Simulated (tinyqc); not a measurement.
Inside a calculation. Method: CCSD on RHF in the sto-6g basis, frozen core, for H2O, spin multiplicity 1. One step of it, computed by the program tinyqc.

Task: CCSD: starting amplitudes. t_ij^ab = <ij||ab> / (e_i + e_j - e_a - e_b), whose energy is MP2.

orbital energies (hartree): MO1 -20.534829, MO2 -1.234256, MO3 -0.537478, MO4 -0.470643, MO5 -0.401043, MO6 0.482343, MO7 0.580674

Two-electron integrals over orbitals (pq|rs), unique and non-zero (hartree); the lowest 1 orbital is frozen and left out:
```
(22|22) 0.729412    (32|22) 0.005068    (32|32) 0.132763    (33|22) 0.633319
(33|32) 0.000686    (33|33) 0.615210    (42|22) -0.021688   (42|32) 0.003348
(42|33) -0.003044   (42|42) 0.127300    (43|22) 0.013264    (43|32) 0.018196
(43|33) 0.015411    (43|42) -0.022013   (43|43) 0.056408    (44|22) 0.651512
(44|32) -0.023436   (44|33) 0.575029    (44|42) -0.084040   (44|43) 0.009302
(44|44) 0.689686    (52|52) 0.149334    (53|52) -0.011202   (53|53) 0.029241
(54|52) -0.045983   (54|53) 0.005586    (54|54) 0.048444    (55|22) 0.754841
(55|32) -0.015610   (55|33) 0.621249    (55|42) -0.082468   (55|43) 0.021410
(55|44) 0.680658    (55|55) 0.880663    (62|22) -0.119135   (62|32) 0.020676
(62|33) -0.071831   (62|42) -0.032544   (62|43) -0.011090   (62|44) -0.046585
(62|55) -0.125018   (62|62) 0.090675    (63|22) 0.056884    (63|32) 0.013311
(63|33) 0.044115    (63|42) -0.028191   (63|43) 0.030175    (63|44) 0.029677
(63|55) 0.069627    (63|62) -0.032170   (63|63) 0.067594    (64|22) -0.126117
(64|32) -0.024022   (64|33) -0.060002   (64|42) 0.064571    (64|43) -0.027861
(64|44) -0.120765   (64|55) -0.151333   (64|62) 0.046001    (64|63) -0.058891
(64|64) 0.120162    (65|52) -0.043820   (65|53) 0.010674    (65|54) -0.007000
(65|65) 0.032570    (66|22) 0.603677    (66|32) -0.056062   (66|33) 0.555116
(66|42) 0.041043    (66|43) -0.043023   (66|44) 0.573420    (66|55) 0.591748
(66|62) -0.081569   (66|63) -0.016879   (66|64) -0.024400   (66|66) 0.647663
(72|22) -0.066520   (72|32) -0.043999   (72|33) -0.022716   (72|42) -0.000405
(72|43) 0.030125    (72|44) -0.041321   (72|55) -0.069728   (72|62) 0.014901
(72|63) 0.015335    (72|64) 0.028237    (72|66) -0.048989   (72|72) 0.073577
(73|22) -0.140696   (73|32) 0.038527    (73|33) -0.083230   (73|42) 0.075775
(73|43) 0.000619    (73|44) -0.127510   (73|55) -0.182662   (73|62) 0.050367
(73|63) -0.025040   (73|64) 0.081611    (73|66) -0.071338   (73|72) 0.041967
(73|73) 0.157050    (74|22) -0.021381   (74|32) 0.067555    (74|33) -0.009777
(74|42) 0.001188    (74|43) 0.004836    (74|44) -0.035298   (74|55) -0.030184
(74|62) 0.020105    (74|63) 0.027195    (74|64) -0.008278   (74|66) -0.053020
(74|72) -0.005805   (74|73) 0.044211    (74|74) 0.061120    (75|52) -0.024250
(75|53) -0.020479   (75|54) 0.002049    (75|65) 0.004826    (75|75) 0.025979
(76|22) 0.009953    (76|32) 0.053538    (76|33) 0.000435    (76|42) 0.014687
(76|43) 0.036043    (76|44) -0.017366   (76|55) 0.001262    (76|62) -0.016632
(76|63) 0.024037    (76|64) -0.026569   (76|66) -0.040091   (76|72) 0.000400
(76|73) 0.030394    (76|74) 0.027998    (76|76) 0.054247    (77|22) 0.613019
(77|32) 0.067170    (77|33) 0.595647    (77|42) -0.009266   (77|43) 0.045063
(77|44) 0.554520    (77|55) 0.600808    (77|62) -0.060281   (77|63) 0.063835
(77|64) -0.075538   (77|66) 0.504708    (77|72) -0.025776   (77|73) -0.041557
(77|74) 0.034548    (77|76) 0.047863    (77|77) 0.652543
```

Give: Starting amplitudes; correlation energy.

Result:

Starting amplitudes (spin orbitals 1a, 1b, ...; amplitudes related by a flip of all spins are not repeated; the 24 largest):

| from | to | t |
|---|---|---|
| 3a 3b | 7a 7b | -0.070 |
| 4a 4b | 6a 6b | -0.063 |
| 3a 4b | 6b 7a | 0.039 |
| 3a 3b | 6a 6b | -0.033 |
| 3a 4b | 6a 6b | 0.030 |
| 4a 4b | 7a 7b | -0.029 |
| 2a 2b | 6a 6b | -0.026 |
| 3a 4a | 6a 7a | 0.026 |
| 3a 4b | 7a 7b | -0.020 |
| 2a 2b | 7a 7b | -0.020 |
| 5a 5b | 6a 6b | -0.018 |
| 2a 3b | 6a 7b | -0.018 |
| 2a 4b | 6a 6b | -0.017 |
| 2a 3b | 7a 7b | -0.014 |
| 5a 5b | 7a 7b | -0.013 |
| 3a 4b | 6a 7b | -0.013 |
| 2a 3a | 6a 7a | -0.012 |
| 2a 3b | 6a 6b | 0.012 |
| 3a 3b | 6a 7b | 0.012 |
| 2a 4b | 6b 7a | 0.010 |
| 2a 4b | 6a 7b | -0.007 |
| 2a 3b | 6b 7a | 0.005 |
| 2a 2b | 6a 7b | -4.22e-03 |
| 4a 4b | 6a 7b | 4.13e-03 |

correlation energy = -0.05088 hartree
